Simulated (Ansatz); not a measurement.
# CH5AlO: the cost of one run

Computed with Ansatz 0.2.0, driven from Python. Level of theory: Hartree-Fock/def2-SVP.

## (1) The structure

Bond lengths: C1–Al2 1.928 Å, Al2–O3 1.825 Å, C1–H4 1.164 Å, C1–H5 1.108 Å, C1–H6 1.159 Å, Al2–H7 1.616 Å, O3–H8 1.042 Å. Angles: C1–Al2–O3 119.1°, C1–Al2–H7 120.6°, O3–Al2–H7 120.4°, Al2–C1–H4 110.0°, Al2–C1–H5 112.7°, Al2–C1–H6 111.7°, H4–C1–H5 110.8°, H4–C1–H6 106.0°, H5–C1–H6 105.4°, Al2–O3–H8 102.2°.

The script holds or builds the structure itself.

## (2) The code

The input, md.py:

```python
"""Molecular dynamics of one CH5AlO molecule."""

import ansatz as az
import numpy as np

geometry_ang = [
    ("C", [-0.7213, 0.9168, -0.0351]),
    ("Al", [0.545, -0.4891, -0.4073]),
    ("O", [0.4444, -2.047, 0.5383]),
    ("H", [-0.159, 1.8898, 0.2674]),
    ("H", [-1.4594, 0.6324, 0.7407]),
    ("H", [-1.3484, 1.188, -0.9711]),
    ("H", [1.6972, -0.2829, -1.5209]),
    ("H", [1.0937, -1.8652, 1.3322]),
]
geometry = az.Crystal.molecule()
for symbol, xyz in geometry_ang:
    geometry = geometry.atom(symbol, xyz)

model = geometry.calculation().basis(gaussian="def2-SVP").functional("hf")
symbols = [site.symbol for site in geometry.cartesian_sites]
start = np.array([site.position_ang for site in geometry.cartesian_sites], dtype=float)
rep = model.relax(force_tolerance=0.02).run(threads=1, pin="off").report
end = np.array(rep["positions_ang"])
minimum = az.Crystal.molecule()
for symbol, place in zip(symbols, end):
    minimum = minimum.atom(symbol, place.tolist())

# dynamics from the relaxed geometry
model = minimum.calculation()
model = model.basis(gaussian="def2-SVP")
model = model.functional("hf")
model = model.md("nvt_nose_hoover", timestep=0.25, steps=20, temperature=200, initial_velocities="maxwell_boltzmann", seed=96, thermostat_time=50)
frames = []
out = model.session().plan().execute(on_event=lambda e: frames.append(e["data"]) if e["event"] == "md_step" else None)
print("t (fs)   E_pot (eV)      E_kin (eV)   T (K)   d(0-1) (A)")
for f in frames[::2]:
    xyz = np.array(f["positions_ang"])
    print(f"{f['time_fs']:6.2f} {f['lagrangian_ev']:14.5f} {f['e_kin_ev']:10.5f} {f['temperature_k']:8.1f} {np.linalg.norm(xyz[0] - xyz[1]):9.4f}")
kept = np.array([f["conserved_ev"] for f in frames])
print(f"conserved energy moves by at most {1000 * np.ptp(kept):.3f} meV")
symbols = [site.symbol for site in geometry.cartesian_sites]
with open("last_frame.xyz", "w") as handle:
    handle.write(f"{len(symbols)}\nt = {frames[-1]['time_fs']} fs\n")
    handle.writelines("{:2s} {:10.5f} {:10.5f} {:10.5f}\n".format(s, *xyz) for s, xyz in zip(symbols, frames[-1]["positions_ang"]))
```

## (3) The input behind the calls

The package turns the script's settings into the engine's input (first run):

```yaml
crystal:
  periodic: [false, false, false]
  atoms:
    - { symbol: C, position_ang: [-0.7213, 0.9168, -0.0351] }
    - { symbol: Al, position_ang: [0.545, -0.4891, -0.4073] }
    - { symbol: O, position_ang: [0.4444, -2.047, 0.5383] }
    - { symbol: H, position_ang: [-0.159, 1.8898, 0.2674] }
    - { symbol: H, position_ang: [-1.4594, 0.6324, 0.7407] }
    - { symbol: H, position_ang: [-1.3484, 1.188, -0.9711] }
    - { symbol: H, position_ang: [1.6972, -0.2829, -1.5209] }
    - { symbol: H, position_ang: [1.0937, -1.8652, 1.3322] }
basis:
  gaussian:
    orbitals: def2-SVP
hamiltonian:
  xc: hf
relax:
  f_tol: 0.02
```

## (4) The run

Launch:

```
$ python md.py
```

Q: Estimate wall time and peak memory on 1 thread of Arm Neoverse V2, shared host.

About 25 s, with a peak of 0.2 GiB.
